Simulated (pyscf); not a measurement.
`[CH3][SiH2][Cl]` + `[H]` [doublet] → `[CH4]` + `[SiH2][Cl]` [doublet] (substitution at C; doublet surface; C–Si broken, C–H formed). PySCF, gas phase, ωB97X-D3(BJ)/def2-SVP geometries. MP2 and CC: frozen core, UHF for open shells. ΔMP2 is the change of the MP2 total energy from the triple- to the quadruple-zeta basis. Energies in eV from the separated reactants.

| level | barrier | reaction energy |
|---|---|---|
| ωB97X-D3(BJ)/def2-TZVP | 1.34 | -0.63 |
| r²SCAN/def2-TZVP | ? | -0.85 |
| B3LYP-D3(BJ)/def2-TZVP | 1.03 | -0.87 |
| PBE0-D3(BJ)/def2-TZVP | 1.08 | -0.73 |
| M06-2X/def2-TZVP | 1.22 | -0.77 |
| HF/def2-TZVP | 2.00 | -0.70 |
| CCSD(T)/def2-TZVPP + ΔMP2(QZVPP) | ? | ? |

Question: Complete the blanks.

Answer: 
- r²SCAN/def2-TZVP, barrier: 0.94
- CCSD(T)/def2-TZVPP + ΔMP2(QZVPP), barrier: 1.29
- CCSD(T)/def2-TZVPP + ΔMP2(QZVPP), reaction energy: -0.74

The same reactants have a lower exit, to H₃C–SiH•–Cl + H₂ (barrier +0.21 eV at ωB97M-D3(BJ), against +1.27 eV here). This is the saddle that the search found; another between the same sides may lie lower. The angle at the attacked C is 179°. The CCSD(T) − MP2 part came from Ansatz, without density fitting, on the same reference.
